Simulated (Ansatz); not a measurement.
**How far each method lies from UCCSDT(Q) for [AlH$_{2}$···H···BH$_{2}$], doublet**

Geometry: a point of a hydrogen-transfer path between rigid fragments, not a stationary point.

```xyz
7

Al   -0.9574    0.0000    0.0000
H    -1.7503    1.3734    0.0000
H    -1.7503   -1.3734    0.0000
H     0.6796    0.0000    0.0000
B     2.1556    0.0000    0.0000
H     2.6647    0.0000    1.0770
H     2.6647    0.0000   -1.0770
```

Basis cc-pVDZ; Ansatz 0.2.0. Correlated methods freeze the noble-gas cores, which leaves 11 electrons in 51 orbitals. R marks a restricted (for open shells ROHF) determinant, U an unrestricted one. Active spaces: frontier = (9e, 9o) about the gap.

Full CI isn't at hand for all of this; UCCSDT(Q) serves as the reference, and is uncertain by about the last step of the cluster series. The frozen core follows each run's orbitals, which can shift R against U totals by a few meV.

For open shells CISD is restricted-active-space CI with the open shells as a complete middle space.

```
UHF ⟨S²⟩                          : 0.765
T1 diagnostic (RCCSD)             : 0.0155
largest doubles amplitude (RCCSD) : 0.039
T1 diagnostic (UCCSD)             : 0.0126
```

From what is known of these methods and the diagnostics, rank them by the size of their error in total energy against UCCSDT(Q) in cc-pVDZ, smallest first (an estimate: the text doesn't fix the numbers).
A. CISD
B. UCCSDT
C. NEVPT2 (frontier space)
D. RCCSD(T)
E. UHF

B (0.3 kJ/mol), D (2.9 kJ/mol), A (54.9 kJ/mol), C (126.1 kJ/mol), E (548.7 kJ/mol).

All errors are against UCCSDT(Q) in cc-pVDZ. Within each family the higher level lies nearer, as is usual though not guaranteed.
